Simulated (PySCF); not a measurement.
## Do core-level shifts follow atomic charges?

Species: 2(3H)-furanone, C4H4O2.
Numbering: `[O:1]=[C:2]1[CH2:3][CH:4]=[CH:5][O:6]1`

Binding energies: delta-SCF UKS SCAN, pcX-2 on the ionised atom, pcseg-1 elsewhere, spin-free X2C (PySCF). Charges: PBE0/pcSseg-1 ground-state density, for the ionised atom.

```tsv
atom	environment	C 1s (eV)	Mulliken (e)	IAO (e)	Hirshfeld (e)	ESP (e)
C4	alkene CH carbon	290.92	-0.261	-0.222	-0.078	-0.283
C3	sp3 carbon next to a carbonyl	291.81	-0.227	-0.339	-0.074	-0.044
C5	vinylic carbon bearing oxygen	292.58	+0.206	+0.037	+0.026	-0.085
C2	ester carbonyl carbon	294.78	+0.456	+0.527	+0.215	+0.705
```

**Question.** Give the correlation coefficient and slope of binding energy on charge for each scheme.

**Answer.** Hirshfeld: r = 0.98, slope 11.7 eV per e; ESP: r = 0.96, slope 3.7 eV per e; Mulliken: r = 0.94, slope 4.5 eV per e; IAO: r = 0.94, slope 4.0 eV per e. On 4 points no scheme stands out.

**Question.** The point-charge model writes a binding energy as kq + V + constant, with V the potential of the other atoms' charges at the site. What does it give with the ESP charges?

**Answer.** V = Σ 14.40 eV Å × q/r over all other atoms: +3.60 eV at C4, +2.47 eV at C3, +0.59 eV at C5, -9.48 eV at C2. Fitting binding energy − V to q gives k = 17.2 eV per e and leaves an rms residual of 1.21 eV, against 0.38 eV for the fit on q alone. The model has no term for differences in relaxation between sites.

Isolated species at its GFN2-xTB geometry, gas phase.
